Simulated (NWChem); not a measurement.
Species: CH₃S anion

```xyz
5

C      0.0000     0.0000    -1.1001
S      0.0000     0.0000     0.7470
H      0.7249     0.7249    -1.5134
H      0.2653    -0.9903    -1.5134
H     -0.9903     0.2653    -1.5134
```
Atoms are numbered in this order, from 1.

Computed with NWChem. Sets without diffuse functions describe the anion's extra electron poorly. Coordinates come from a B3LYP/def2-SVPD optimisation. The highest occupied level is positive, so the extra electron may be held by the finite basis. Atomic charges in e: unrestrained fits to the electrostatic potential beside Mulliken populations; buried atoms are poorly determined by the fit.

Predict the results for B3LYP/def2-SVP. Quantities: ESP C1; Mulliken C1; ESP S2; Mulliken S2; relative RMS misfit of the potential (%).


```yaml
ESP C1: 0.32
Mulliken C1: -0.04
ESP S2: -0.98
Mulliken S2: -0.79
relative RMS misfit of the potential (%): 5
```
